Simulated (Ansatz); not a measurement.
Basis-set extrapolation for `[AlH]` (PBE0-D4/def2-TZVP geometry, frozen core, Ansatz). Multiplicity 1, RHF reference.

|  | def2-TZVPP | def2-QZVPP |
| --- | --- | --- |
| HF | -242.457806 | -242.464303 |
| MP2 correlation | -0.061868 | -0.066215 |
| CCSD(T) correlation | -0.083650 | -0.086542 |

Energies in hartree. Use E(X) = E(∞) + A·exp(−7.88·√X) for Hartree–Fock and E(X) = E(∞) + B·X^(−2.97) for correlation, with X = 3 and 4.

What is the CCSD(T) energy at the basis-set limit?

HF limit: -242.464303 + (-0.006497) × 0.13774 = -242.46520. Correlation limit: -0.086542 + (-0.002892) × 0.74074 = -0.08868. Total: -242.55388 hartree, 7.8 kcal/mol below CCSD(T)/def2-TZVPP.
